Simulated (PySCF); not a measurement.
A geometry optimisation, step by step.

Compound: 2-isopropyloxirane, C5H10O.
Numbering: `[CH3:1][CH:2]([CH3:3])[C@H:4]1[CH2:5][O:6]1` (hydrogens: H7, H8, H9 on C1; H10 on C2; H11, H12, H13 on C3; H14 on C4; H15, H16 on C5)

Method: PySCF 2.14.0, PBE0-D3(BJ)/def2-SVP geometry optimisation, gas phase; density fitting, grid level 2; the optimiser is geomeTRIC in internal coordinates, started from a GFN2-xTB structure. The frame can shift and turn from step to step; on so coarse a grid that alone can change the energy by a few meV, and forces under 0.02 eV/Å are noise.

Step 0: E = -7380.4980 eV, largest atomic force 0.775 eV/Å
```
atom  x, y, z in Å  |  force x, y, z in eV/Å
C1     -0.664    1.465    0.184    0.210  -0.656   0.175
C2     -0.363   -0.023    0.360   -0.127   0.022  -0.625
C3     -1.581   -0.876    0.011    0.567   0.278   0.298
C4      0.807   -0.418   -0.518   -0.066   0.460   0.569
C5      2.191   -0.279   -0.063   -0.247   0.073  -0.162
O6      1.569   -1.528   -0.147   -0.089  -0.765   0.085
H7     -0.939    1.675   -0.847   -0.138   0.164  -0.441
H8     -1.491    1.758    0.827   -0.358   0.205   0.228
H9      0.205    2.066    0.439    0.317   0.320   0.094
H10    -0.085   -0.215    1.401    0.158  -0.070   0.240
H11    -1.880   -0.702   -1.021   -0.183   0.046  -0.448
H12    -1.344   -1.931    0.130    0.018  -0.468   0.033
H13    -2.417   -0.629    0.660   -0.414   0.049   0.234
H14     0.617   -0.339   -1.588   -0.088   0.036  -0.431
H15     2.983   -0.097   -0.782    0.357   0.104  -0.309
H16     2.385    0.081    0.941    0.082   0.202   0.461
```

Step 1: E = -7380.5488 eV, largest atomic force 0.139 eV/Å
```
atom  x, y, z in Å  |  force x, y, z in eV/Å
C1     -0.746    1.237    0.082   -0.004   0.084  -0.009
C2     -0.408   -0.236    0.265    0.049  -0.035   0.125
C3     -1.598   -1.139   -0.029   -0.061  -0.021  -0.064
C4      0.767   -0.615   -0.601   -0.031  -0.052  -0.119
C5      2.148   -0.540   -0.132    0.076   0.046   0.041
O6      1.483   -1.778   -0.245   -0.033  -0.011   0.004
H7     -1.030    1.452   -0.962    0.006  -0.009   0.032
H8     -1.593    1.533    0.722    0.022  -0.014  -0.017
H9      0.111    1.880    0.335   -0.030  -0.006  -0.009
H10    -0.093   -0.405    1.313   -0.017   0.018  -0.062
H11    -1.938   -1.004   -1.071   -0.008  -0.023   0.040
H12    -1.336   -2.200    0.106    0.019   0.030   0.006
H13    -2.449   -0.908    0.631    0.030  -0.004  -0.012
H14     0.588   -0.515   -1.686    0.015   0.018   0.058
H15     2.965   -0.367   -0.847   -0.024  -0.003   0.022
H16     2.348   -0.197    0.893   -0.009  -0.018  -0.034
```

Step 2: E = -7380.5498 eV, largest atomic force 0.045 eV/Å
```
atom  x, y, z in Å  |  force x, y, z in eV/Å
C1     -0.746    1.240    0.081    0.002   0.002  -0.010
C2     -0.405   -0.234    0.262   -0.017  -0.013  -0.003
C3     -1.596   -1.141   -0.028   -0.019   0.000  -0.008
C4      0.765   -0.614   -0.609    0.022   0.005   0.013
C5      2.144   -0.543   -0.129    0.041   0.009  -0.018
O6      1.479   -1.780   -0.255   -0.030  -0.006   0.004
H7     -1.035    1.454   -0.962   -0.002  -0.003   0.002
H8     -1.590    1.534    0.723   -0.001  -0.005   0.001
H9      0.110    1.887    0.329    0.000  -0.003   0.000
H10    -0.087   -0.403    1.306   -0.004   0.006  -0.007
H11    -1.944   -1.012   -1.066    0.002  -0.001   0.006
H12    -1.326   -2.198    0.110    0.008   0.001   0.005
H13    -2.443   -0.912    0.638    0.000  -0.004   0.005
H14     0.592   -0.506   -1.692    0.004   0.019   0.011
H15     2.966   -0.366   -0.835    0.000  -0.006   0.000
H16     2.336   -0.208    0.900   -0.006  -0.002  -0.002
```

Step 3: E = -7380.5502 eV, largest atomic force 0.044 eV/Å
```
atom  x, y, z in Å  |  force x, y, z in eV/Å
C1     -0.752    1.243    0.080   -0.002  -0.033  -0.004
C2     -0.407   -0.231    0.263    0.000   0.023  -0.037
C3     -1.594   -1.142   -0.028    0.027   0.000   0.018
C4      0.767   -0.609   -0.607    0.011  -0.001   0.024
C5      2.149   -0.548   -0.130   -0.029  -0.006   0.018
O6      1.473   -1.780   -0.257   -0.006  -0.003  -0.014
H7     -1.041    1.456   -0.962   -0.005   0.002  -0.013
H8     -1.598    1.533    0.721   -0.011   0.004   0.009
H9      0.101    1.893    0.330    0.012   0.001   0.004
H10    -0.090   -0.398    1.306    0.006   0.004   0.030
H11    -1.944   -1.019   -1.066    0.005   0.009  -0.014
H12    -1.316   -2.197    0.113   -0.003  -0.013   0.000
H13    -2.441   -0.917    0.638   -0.008   0.001   0.011
H14     0.595   -0.494   -1.688   -0.002   0.009  -0.031
H15     2.971   -0.376   -0.837    0.003  -0.002  -0.016
H16     2.345   -0.218    0.898    0.001   0.006   0.016
```

Step 4: E = -7380.5506 eV, largest atomic force 0.027 eV/Å
```
atom  x, y, z in Å  |  force x, y, z in eV/Å
C1     -0.754    1.244    0.079   -0.005  -0.020  -0.002
C2     -0.406   -0.228    0.262   -0.003   0.006  -0.024
C3     -1.591   -1.143   -0.026    0.018  -0.006   0.018
C4      0.768   -0.605   -0.608    0.007   0.005   0.022
C5      2.148   -0.551   -0.128   -0.023  -0.009   0.004
O6      1.469   -1.780   -0.264    0.003  -0.002  -0.011
H7     -1.045    1.454   -0.964   -0.002   0.002  -0.006
H8     -1.600    1.532    0.721   -0.004   0.005   0.003
H9      0.098    1.895    0.327    0.005   0.003   0.002
H10    -0.089   -0.395    1.306    0.006   0.008   0.018
H11    -1.942   -1.021   -1.064    0.000   0.005  -0.010
H12    -1.310   -2.197    0.115   -0.005  -0.006  -0.003
H13    -2.438   -0.920    0.641   -0.004   0.001   0.003
H14     0.597   -0.484   -1.690   -0.001   0.007  -0.016
H15     2.971   -0.377   -0.834    0.005  -0.002  -0.004
H16     2.343   -0.226    0.902    0.002   0.003   0.006
```

Step 5: E = -7380.5510 eV, largest atomic force 0.028 eV/Å
```
atom  x, y, z in Å  |  force x, y, z in eV/Å
C1     -0.764    1.246    0.074   -0.007   0.003  -0.001
C2     -0.404   -0.222    0.261   -0.007  -0.025   0.010
C3     -1.582   -1.147   -0.021    0.003  -0.006   0.011
C4      0.769   -0.594   -0.612    0.004   0.020  -0.009
C5      2.148   -0.559   -0.125   -0.004  -0.023  -0.003
O6      1.458   -1.780   -0.284    0.009  -0.001   0.004
H7     -1.061    1.451   -0.968    0.003   0.002   0.005
H8     -1.609    1.531    0.719    0.007   0.002  -0.003
H9      0.085    1.904    0.317   -0.005   0.002  -0.003
H10    -0.083   -0.383    1.306    0.002   0.011  -0.008
H11    -1.938   -1.029   -1.058   -0.005  -0.002   0.002
H12    -1.292   -2.199    0.121   -0.002   0.007  -0.007
H13    -2.428   -0.931    0.650    0.001   0.002  -0.009
H14     0.604   -0.452   -1.693    0.002   0.000   0.012
H15     2.976   -0.384   -0.824   -0.004   0.007   0.003
H16     2.340   -0.253    0.912    0.004   0.001  -0.004
```

Step 6: E = -7380.5511 eV, largest atomic force 0.021 eV/Å
```
atom  x, y, z in Å  |  force x, y, z in eV/Å
C1     -0.768    1.247    0.073   -0.003   0.004  -0.002
C2     -0.403   -0.221    0.261   -0.003  -0.018   0.009
C3     -1.579   -1.149   -0.020    0.002  -0.001   0.005
C4      0.770   -0.589   -0.611   -0.009   0.015   0.000
C5      2.149   -0.562   -0.124   -0.010  -0.014  -0.011
O6      1.455   -1.780   -0.290    0.013   0.002   0.001
H7     -1.066    1.449   -0.969    0.001   0.000   0.002
H8     -1.613    1.530    0.718    0.003   0.000  -0.001
H9      0.079    1.908    0.313   -0.002   0.001  -0.002
H10    -0.082   -0.378    1.306   -0.001   0.006  -0.005
H11    -1.936   -1.032   -1.057   -0.003  -0.001   0.002
H12    -1.286   -2.200    0.122    0.000   0.003  -0.004
H13    -2.426   -0.935    0.651    0.000   0.001  -0.005
H14     0.606   -0.441   -1.692    0.002  -0.002   0.006
H15     2.976   -0.384   -0.823    0.006   0.002   0.009
H16     2.343   -0.263    0.915    0.003   0.001  -0.005
```

**Question.** Summarise the path.

**Answer.** The energy falls by 1.22 kcal/mol from step 0 to step 6; nine tenths of that is first reached at step 1. It falls at every step. The largest force goes from 0.775 to 0.021 eV/Å. Among the bonds C1–H7 changes most (a near tie, within 0.001 Å, with another), from 1.088 to 1.103 Å; the atoms move by 0.091 Å rms after alignment.

**Question.** Follow the three bonds and two angles with the largest change from start to end.

**Answer.** 
| step | E above end (kcal/mol) | largest force (eV/Å) | C1–H7 (Å) | C3–H11 (Å) | C5–H16 (Å) | C2–C4–O6 (°) | C4–C2–H10 (°) |
| --- | --- | --- | --- | --- | --- | --- | --- |
| 0 | 1.22 | 0.775 | 1.088 | 1.088 | 1.084 | 118.3 | 108.0 |
| 1 | 0.05 | 0.139 | 1.104 | 1.104 | 1.100 | 117.2 | 106.5 |
| 2 | 0.03 | 0.045 | 1.103 | 1.103 | 1.099 | 117.1 | 106.5 |
| 3 | 0.02 | 0.044 | 1.102 | 1.102 | 1.098 | 117.0 | 106.5 |
| 4 | 0.01 | 0.027 | 1.102 | 1.102 | 1.098 | 117.0 | 106.5 |
| 5 | 0.00 | 0.028 | 1.103 | 1.103 | 1.098 | 116.9 | 106.6 |
| 6 | 0.00 | 0.021 | 1.103 | 1.103 | 1.098 | 116.9 | 106.6 |

What follows is the cost of the whole optimisation. The run took 58 s of wall time on one thread, Arm Neoverse V2 (aarch64), on a shared host, and the process peaked at 0.72 GiB of memory.
